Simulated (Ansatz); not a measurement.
# PH3, singlet: the ladder up to full CI

Geometry: MP2(full)/6-31G*, from the G2/97 set.

```yaml
atoms:
  - { symbol: P, position_ang: [0.0000, 0.0000, 0.0665] }
  - { symbol: H, position_ang: [0.0000, 1.2006, -0.6812] }
  - { symbol: H, position_ang: [1.0398, -0.6003, -0.6812] }
  - { symbol: H, position_ang: [-1.0398, -0.6003, -0.6812] }
```

Basis 6-31G; Ansatz 0.2.0. Correlated methods freeze the noble-gas cores, which leaves 8 electrons in 14 orbitals. Prefix R: restricted or restricted open-shell reference. Active spaces: valence = (8e, 7o) chosen from the atoms' valence shells.

Full CI is exact within this basis and frozen core; it isn't the basis-set limit.

```
UHF ⟨S²⟩                          : 0.000
T1 diagnostic (RCCSD)             : 0.0063
largest doubles amplitude (RCCSD) : 0.057
```

| level | E − E(full CI) (meV) | share of correlation (%) | wall time |
| --- | --- | --- | --- |
| RHF | 2325 | 0.00 | – |
| RMP2 | 601 | 74.15 | – |
| CISD | 113 | 95.12 | 0.4 s |
| RCCSD | 28 | 98.79 | – |
| RCCSD(T) | 7 | 99.69 | 0.34 s |
| BCCD(T) | 7 | 99.69 | 0.4 s |
| RCCSDT | 2 | 99.92 | – |
| CISDTQ | 2 | 99.90 | 0.72 s |
| RCCSDT(Q) | 0 | 99.99 | 0.9 s |
| RCCSDTQ | 0 | 100.00 | 2.7 s |
| CASSCF (valence space) | 785 | 66.26 | – |
| NEVPT2 (valence space) | 208 | 91.07 | 1 s |
| MRCISD (valence space) | 22 | 99.03 | – |
| MRCISD+Q (valence space) | 9 | 99.60 | 1.8 s |

The correlation energy at full CI, counted from RHF, is -2.325 eV. That run took 2 s on 1 thread of AMD EPYC 7R13, shared host over 501,761 determinants.

Times hold each run's SCF and search for its determinant on a shared host, so for small cases they say little of a method's own cost; they ran on 1 thread of AMD EPYC 7R13.

The full-CI state has the irrep A' of Cs, in the program's axes (one component, if the state is degenerate).

Natural occupations of full CI about the gap: 1.985 1.966 1.963 1.963 0.036 0.036 0.025 0.011 0.005 0.005; effectively unpaired electrons, Σ n²(2−n)², 0.03.

Atomization energy (electronic, same basis, no zero-point term; atoms at the same level, unrestricted beside the R rows where the molecule is a closed shell, with restricted open-shell steps beyond CCSDT(Q)) at full CI: 740.7 kJ/mol. Errors of other levels:

| level | error (kJ/mol) |
| --- | --- |
| RHF | -182.5 |
| RMP2 | -46.2 |
| CISD | -10.5 |
| RCCSD | -2.4 |
| RCCSD(T) | -0.6 |
| BCCD(T) | -0.6 |
| RCCSDT | -0.2 |
| CISDTQ | -0.2 |
| RCCSDT(Q) | 0.0 |
| RCCSDTQ | 0.0 |
| CASSCF (valence space) | -33.7 |
| NEVPT2 (valence space) | -4.7 |
| MRCISD (valence space) | -1.7 |
| MRCISD+Q (valence space) | -0.9 |

This basis is far from its limit, so the value isn't to be set against a measured one. Truncated CI isn't size-consistent, which counts against it in atomization.
